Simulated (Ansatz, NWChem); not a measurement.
# Heat of formation of CH2ClF (chlorofluoromethane) from total energies

The species is CH2ClF (5 atoms), meant as a singlet with charge 0. As SMILES, `FCCl`. The coordinates come from a PBE0-D4/def2-TZVP relaxation.

Total energies at B3LYP/6-31G* (Cartesian functions) (NWChem 7.3.0); the atoms run unrestricted:

```
species    state  energy (Eh)
 CH2ClF  singlet  -599.331419
      F  doublet   -99.715535
      C  triplet   -37.846280
     Cl  doublet  -460.136242
      H  doublet    -0.500273
```

Harmonic wavenumbers at PBE0-D4/def2-TZVP, in cm⁻¹: 388, 770, 1010, 1112, 1259, 1375, 1499, 3095, 3171.

Measured heats of formation of the gaseous atoms at 298.15 K, in kJ/mol: F 79.4, C 716.9, Cl 121.3, H 218.0. Spin-orbit lowering of the atoms at 298 K (mean of the ground term's levels less their thermal mean, from spectra), in kJ/mol: F 1.29, C 0.02, Cl 3.44. Take 1 Eh = 2625.50 kJ/mol, 1 cm⁻¹ = 0.0119627 kJ/mol, RT = 2.479 kJ/mol.

Q: Work out the heat of formation of the gas at 298 K.

A: 
1. Electronic atomisation energy: (-99.715535) + (-37.846280) + (-460.136242) + 2 × (-0.500273) − (-599.331419) = 0.632816 Eh = 1661.5 kJ/mol.
2. Zero-point energy: half the sum of the wavenumbers, 6839.5 cm⁻¹ = 81.8 kJ/mol.
3. Thermal vibrational enthalpy, Σ hcν̃/(exp(hcν̃/kT) − 1): 1.3 kJ/mol. Translation, rotation and pV of a non-linear molecule: 4 RT = 9.9 kJ/mol.
4. The 5 free atoms carry 5/2 RT each: 31.0 kJ/mol.
5. Spin-orbit coupling lowers the free atoms by 1.29 + 0.02 + 3.44 = 4.8 kJ/mol.
6. Atomisation enthalpy at 298 K: 1661.5 − 4.8 − 81.8 − 1.3 − 9.9 + 31.0 = 1594.7 kJ/mol.
7. Sum of the atoms' heats of formation: 1353.6 kJ/mol. Heat of formation: 1353.6 − 1594.7 = -241.1 kJ/mol.

The tabulated value is -263.7 kJ/mol (Active Thermochemical Tables), so this level is off by +22.6 kJ/mol, or 1.4 % of the atomisation enthalpy that the table implies (1617.2 kJ/mol). Anharmonicity and any spin-orbit splitting of the molecule are left out.
